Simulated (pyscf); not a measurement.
`[OH][PH][OH]` + `[OH2]` -> `[OH][P]([OH])[OH]` + `[H][H]` (four-centre exchange; singlet surface; H–P, H–O broken, O–P, H–H formed). Single points on ωB97X-D3(BJ)/def2-SVP structures (PySCF, gas phase). Rate constants from transition-state theory, ωB97M-D3(BJ)/def2-TZVP energies (ideal gas, 1 atm, RRHO with modes under 100 cm⁻¹ raised to 100, one conformer, R ln 2 for chiral ones without a mode under 150 cm⁻¹; no tunnelling), k in cm³ molecule⁻¹ s⁻¹.

| T (K) | 1000/T | log10 k |
|---|---|---|
| 298 | 3.354 | -48.10 |
| 600 | 1.667 | -30.58 |
| 900 | 1.111 | -24.60 |
| 1200 | 0.833 | ? |

### Question
Fit an Arrhenius line to the three values, give the activation energy, and predict k at 1200 K.

### Answer
Least squares gives log10 k = -13.06 − 10.46 × 1000/T, so Ea = 10.46 × ln 10 × 1.987 = 47.9 kcal/mol, against an electronic barrier of 48.1. At 1200 K the line gives -21.78; the computed value is -21.48 (ΔG‡ = 88.3 kcal/mol), a factor 2.0 over the line, since the plot is curved. On the reactant side the descent ends in a complex (not fully relaxed), 4.1 kcal/mol under the separated species and 54.6 kcal/mol under the saddle at ωB97X-D3(BJ)/def2-TZVP. At ωB97X-D3(BJ)/def2-TZVP the barrier from the zero used here is 50.5 kcal/mol. This is the saddle that the search found; another between the same sides may lie lower.
